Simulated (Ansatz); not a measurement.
Basis-set extrapolation for C3H5N, SMILES `NC1C=C1` (PBE0-D4/def2-TZVP geometry, frozen core, the Gaussian-basis code of Ansatz). Multiplicity 1, RHF reference.

|  | def2-TZVPP | def2-QZVPP |
| --- | --- | --- |
| HF | -170.922564 | -170.930574 |
| MP2 correlation | -0.694441 | -0.740413 |
| CCSD(T) correlation | -0.751635 | not run |

Energies in hartree. Use E(X) = E(∞) + A·exp(−7.88·√X) for Hartree–Fock and E(X) = E(∞) + B·X^(−2.97) for correlation, with X = 3 and 4, and add CCSD(T) minus MP2 of the smaller set to the MP2 limit.

Question: What is the CCSD(T) energy at the basis-set limit?

Answer: HF limit: -170.930574 + (-0.008010) × 0.13774 = -170.93168. MP2 limit: -0.740413 + (-0.045972) × 0.74074 = -0.77447. Higher-order term: -0.751635 − (-0.694441) = -0.05719. Total: -171.76334 hartree, 234.0 kJ/mol below CCSD(T)/def2-TZVPP.
